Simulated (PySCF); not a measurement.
# The bond of P₂−, level by level

Aim: find the lowest electronic state of P₂−, scan its bond at several levels of theory, and get bond length, wavenumber and dissociation energy from each curve.

Computed with PySCF 2.14.0. Level: P def2-TZVPPD, no relativity.

3 further runs of the same task are left out: 3 set aside as unsound or not needed.

## Step 1: The job

The job is set up so:

```yaml
atoms: P, P
charge: -1
basis: P def2-TZVPPD
Hamiltonian: no relativity
basis_functions: 96
electrons_treated: 31
masses_in_u: 30.9738, 30.9738
levels: PBE0, PBE, r²SCAN, M06-L, BHandHLYP, LDA, M06-2X, B2PLYP, HSE06, MP2, SCS-MP2, CCSD, CCSD(T)
grid: 80 radial by 434 angular points
occupations: held fixed by the projection of orbital angular momentum
dissociation_limit: P + P−, each in its ground configuration
starting_distance_in_angstrom: 2.230
values_of_2S_to_try: 1, 3, 5
```

Run with:

```bash
$ OMP_NUM_THREADS=2 python dia.py task.json out
```

After this run come: First curve: PBE0; Higher solutions at PBE0; PBE (GGA); r²SCAN; M06-L (meta-GGA); BHandHLYP (global hybrid GGA); LDA; M06-2X (hybrid meta-GGA); B2PLYP; HSE06; Correlated methods on the Hartree–Fock reference.

Before running it: what results should come out? Wanted: for each run, Re; ωe; De.

The runs gave:

Lowest PBE0 solution found, without spin–orbit coupling: ²Πg (doublet), unpaired electrons π ↑. State 2 has its PBE0 minimum 1.99 eV higher, as a spin-mixed determinant (⟨S²⟩ = 1.77), so this is no gap between pure states. The other levels ran on the lowest alone.

| level | Re (Å) | ωe (cm⁻¹) | De (eV) |
| --- | --- | --- | --- |
| UHF-MP2 | 1.989 | 655 | 4.92 |
| UHF-SCS-MP2 | 1.987 | 662 | 4.88 |
| UHF-CCSD | 1.975 | 695 | 4.41 |
| UHF-CCSD(T) | 1.990 | 665 | 4.75 |
| LDA | 1.972 | 678 | 6.18 |
| PBE | 1.988 | 663 | 5.37 |
| r²SCAN | 1.974 | 689 | 5.08 |
| M06-L | 1.971 | 693 | 5.07 |
| PBE0 | 1.965 | 706 | 5.02 |
| HSE06 | 1.966 | 703 | 5.01 |
| BHandHLYP | 1.952 | 728 | 4.63 |
| M06-2X | 1.958 | 721 | 5.13 |
| B2PLYP | 1.983 | 664 | 5.06 |

De is counted to P + P− in their ground configurations.

Differences from CCSD(T) in the same basis:

| level | Re (mÅ) | ωe (%) |
| --- | --- | --- |
| UHF-MP2 | -1 | -1.4 |
| UHF-SCS-MP2 | -3 | -0.4 |
| UHF-CCSD | -15 | +4.6 |
| LDA | -18 | +2.0 |
| PBE | -2 | -0.3 |
| r²SCAN | -16 | +3.6 |
| M06-L | -19 | +4.3 |
| PBE0 | -25 | +6.2 |
| HSE06 | -24 | +5.7 |
| BHandHLYP | -38 | +9.5 |
| M06-2X | -32 | +8.4 |
| B2PLYP | -7 | -0.2 |

**Reading.** Against CCSD(T) in the same basis, the bond length is nearest at UHF-MP2 (-1 mÅ) and farthest at BHandHLYP (-38 mÅ); the wavenumber is nearest at B2PLYP (-0.2 %) and farthest at BHandHLYP (+9.5 %). Among the levels with a De in the table, it runs from 4.41 eV (UHF-CCSD) to 6.18 eV (LDA).

Correlated steps freeze 10 core orbitals. B2PLYP dipoles, levels and charges come from its SCF part alone. With some functionals the highest level of the anion is positive, from self-interaction error or because the anion is truly unbound there; the finite basis then holds the extra electron, and no neutral molecule was run to test the binding.
